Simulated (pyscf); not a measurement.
H₃Si–NH–SiH₃ + H₃C–Ga(CH₃)–CH₃ → H₃C–Ga(CH₃)–N(SiH₃)–SiH₃ + CH₄, a four-centre exchange (singlet surface; H–N, C–Ga broken, Ga–N, C–H formed). Structures and frequencies: ωB97X-D3(BJ)/def2-SVP in PySCF. Energies in kcal/mol from the separated reactants.

Small-basis levels: PySCF, no dispersion term, spherical d functions. AM1 to PM7: differences of heats of formation from MOPAC, which are fitted to 298 K values and so differ in kind from electronic energies by zero-point and thermal terms. Cost: rough CPU time at the saddle relative to B3LYP/6-31G*+LANL2DZ, from one job on a shared machine.

```json
[
 {"level": "HF/STO-3G", "barrier": "30.8", "reaction energy": "-26.6", "cost": "0.07"},
 {"level": "HF/3-21G", "barrier": "21.7", "reaction energy": "-26.9", "cost": "0.1"},
 {"level": "HF/6-31G*+LANL2DZ", "barrier": "[?]", "reaction energy": "-22.7", "cost": "0.1"},
 {"level": "PBE/6-31G*+LANL2DZ", "barrier": "10.9", "reaction energy": "-22.3", "cost": "1"},
 {"level": "B3LYP/3-21G", "barrier": "7.6", "reaction energy": "-27.4", "cost": "1.0"},
 {"level": "B3LYP/6-31G*+LANL2DZ", "barrier": "20.1", "reaction energy": "-22.2", "cost": "1"},
 {"level": "M06-2X/6-31G*+LANL2DZ", "barrier": "10.6", "reaction energy": "-25.9", "cost": "3"},
 {"level": "B3LYP/6-311+G**+LANL2DZ", "barrier": "21.0", "reaction energy": "-19.7", "cost": "2"},
 {"level": "AM1", "barrier": "[?]", "reaction energy": "-0.9", "cost": "under 0.02"},
 {"level": "ωB97M-D3(BJ)/def2-TZVP", "barrier": "[?]", "reaction energy": "-20.2", "cost": "–"}
]
```

Question: Fill in the missing entries.

Answer: 
- HF/6-31G*+LANL2DZ, barrier: 35.9
- AM1, barrier: 15.0
- ωB97M-D3(BJ)/def2-TZVP, barrier: 15.2

Against the last row the barrier runs from -7.6 (B3LYP/3-21G) to +20.7 kcal/mol (HF/6-31G*+LANL2DZ). ωB97M-D3(BJ)/def2-TZVP has limits of its own. On the reactant side the descent ends in an adduct with a Ga–N contact, 16.0 kcal/mol under the separated species and 26.7 kcal/mol under the saddle at ωB97X-D3(BJ)/def2-TZVP. What is counted as formed (Ga–N) is already present as a longer contact in the reactant adduct; forming that adduct is a step of its own. At ωB97X-D3(BJ)/def2-TZVP the barrier from the zero used here is 10.7 kcal/mol. This is the saddle that the search found; another between the same sides may lie lower. In the def2 sets elements up to Kr have no core potential.
